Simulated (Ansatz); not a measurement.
**BSiH4 (SMILES [BH][SiH3]): methods side by side**

BSiH4 has 6 atoms, charge 0, and is taken as a doublet. As SMILES, `[BH][SiH3]`. Geometry: relaxed at GFN2-xTB.

Each level gives the vertical energy of the quartet above the doublet (eV). The values are calculated.

```tsv
level	kind	program	value (eV)	less FCI/STO-3G
UHF/STO-3G	Hartree–Fock	Ansatz	5.36	-0.15
USVWN5/STO-3G	LDA	Ansatz	5.17	-0.34
U-revPBE/STO-3G	GGA	Ansatz	5.25	-0.26
UBHLYP/STO-3G	global hybrid	Ansatz	5.85	+0.34
U-wB97M-V/STO-3G	range-separated hybrid	Ansatz	5.72	+0.21
U-wB97X/STO-3G	range-separated hybrid	Ansatz	5.67	+0.16
UB2PLYP/STO-3G	double hybrid	Ansatz	5.71	+0.20
RPA@PBE/STO-3G	RPA	Ansatz	5.57	+0.06
UBCCD(T)/STO-3G	coupled cluster or CI	Ansatz	5.51	0.00
FCI/STO-3G	exact in the basis	Ansatz	5.51	0.00
```

FCI/STO-3G is exact within its basis and frozen core, so for wave-function methods in that basis the difference is their error; functionals converge differently with the basis, so for them it is only a difference. The values span 5.17 to 5.85 eV. All rows use very small basis sets, so even the best lies far from the true value.
